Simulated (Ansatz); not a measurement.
The pair A = CH2O (SMILES C=O) (first 4 atoms), B = CH2O (SMILES C=O); geometry from A24 set.
(charge 0, multiplicity 1):
| atom | x (Å) | y (Å) | z (Å) |
|---|---|---|---|
| C | 0.0000 | 0.6012 | -1.3538 |
| O | 0.0000 | -0.5930 | -1.5521 |
| H | 0.9354 | 1.1743 | -1.2652 |
| H | -0.9354 | 1.1743 | -1.2652 |
| C | 0.0000 | -0.6020 | 1.5523 |
| O | 0.0000 | 0.5924 | 1.3551 |
| H | 0.0000 | -1.0094 | 2.5752 |
| H | 0.0000 | -1.3200 | 0.7169 |

Cores are frozen in the correlated methods. MP2 and its Hartree–Fock in aug-cc-pVQZ, aug-cc-pVTZ are density fitted.

Programs: Ansatz (Gaussian basis) for Hartree–Fock, density functionals and correlated methods. Each number belongs to the level named beside it.

The counterpoise-corrected interaction energy is E(AB) − E(A in the pair's basis) − E(B in the pair's basis). Total energies (hartree):

| level | AB | A in the pair's basis | B in the pair's basis |
|---|---|---|---|
| HF/aug-cc-pVTZ | -227.8307145 | -113.9134256 | -113.9133999 |
| MP2/aug-cc-pVTZ | -228.6400176 | -114.3167386 | -114.3165999 |
| HF/aug-cc-pVQZ | -227.8453647 | -113.9207356 | -113.9207187 |
| MP2/aug-cc-pVQZ | -228.7043443 | -114.3487111 | -114.3486152 |
| MP2/aug-cc-pVDZ | -228.4445658 | -114.2194147 | -114.2192743 |
| CCSD(T)/aug-cc-pVDZ | -228.4971492 | -114.2457583 | -114.2455658 |

**Question.** Work out the counterpoise-corrected interaction energy at the basis-set limit: extrapolate the MP2 correlation part as X⁻³, take Hartree–Fock from the larger set, and add the CCSD(T) − MP2 difference of aug-cc-pVDZ.

**Answer.** 
1. Differences (1 hartree = 627.509 kcal/mol): HF/aug-cc-pVTZ -2.440; MP2/aug-cc-pVTZ -4.191; HF/aug-cc-pVQZ -2.454; MP2/aug-cc-pVQZ -4.404; MP2/aug-cc-pVDZ -3.688; CCSD(T)/aug-cc-pVDZ -3.655.
2. Correlation parts, MP2 less HF: -1.751 in aug-cc-pVTZ (X = 3), -1.950 in aug-cc-pVQZ (X = 4).
3. Limit (4³·(-1.950) − 3³·(-1.751))/(4³ − 3³) = -2.095; with HF/aug-cc-pVQZ it gives -4.549.
4. CCSD(T) less MP2 in aug-cc-pVDZ: 0.032.
Result: -4.52 kcal/mol, against -4.19 at MP2/aug-cc-pVTZ. It is an estimate of this method's limit, not of the exact value.

Ansatz is a quantum-chemistry and plane-wave program.
